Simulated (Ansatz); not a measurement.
Total energies of BH3 from Ansatz at r2SCAN-D4/def2-TZVP, gas phase (1 Eh = 27.2114 eV = 2625.5 kJ/mol). The reference geometry is relaxed at r2SCAN-D4/def2-TZVP.

```csv
atom,x (Å),y (Å),z (Å)
B1,0.000,0.000,0.000
H2,-0.404,1.095,-0.242
H3,0.747,-0.540,-0.756
H4,-0.343,-0.555,0.998
```

```
                state   geometry  energy (Eh)
     charge 0 singlet  reference    -26.58576
     charge 1 doublet  reference    -26.10977
free B atom (doublet)          –    -24.63675
free H atom (doublet)          –     -0.49993
```

Q: Work out the vertical ionisation energy to the doublet.

A: E(charge 1 doublet) − E(charge 0 singlet) = -26.10977 − (-26.58576) = 0.47599 Eh = 12.95 eV. For comparison, −ε of the highest occupied level is 8.82 eV at this level, 4.13 eV less.

Q: What is the binding energy per atom against free atoms?

A: Atoms: 1 × (-24.63675) + 3 × (-0.49993) = -26.13654 Eh. Binding: -26.13654 − (-26.58576) = 0.44922 Eh = 12.22 eV, or 3.06 eV for each of 4 atoms (no zero-point energy, no counterpoise term).
